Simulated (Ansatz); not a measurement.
A calculation with Ansatz (development build ahead of 0.2.0).

```yaml
crystal:
  periodic: [false, false, false]
  atoms:
    - { symbol: Si, position_ang: [-0.02585, -0.0321, -0.58224] }
    - { symbol: O, position_ang: [-0.02106, -0.03855, 0.99328] }
basis:
  gaussian: { orbitals: aug-cc-pVDZ }
hamiltonian:
  xc: hf
correlation:
  method: mp2
  frozen_orbitals: { O: 1, Si: 5 }
```

The input is written out in the form of the current development build from the run's settings.

Output:

```json
{
  "Converged": "yes",
  "Reference energy": "-363.79769 hartree",
  "Correlation energy": "-0.29674 hartree",
  "Total energy": "-364.09443 hartree",
  "Spin squared of the determinant": "0.000"
}
```
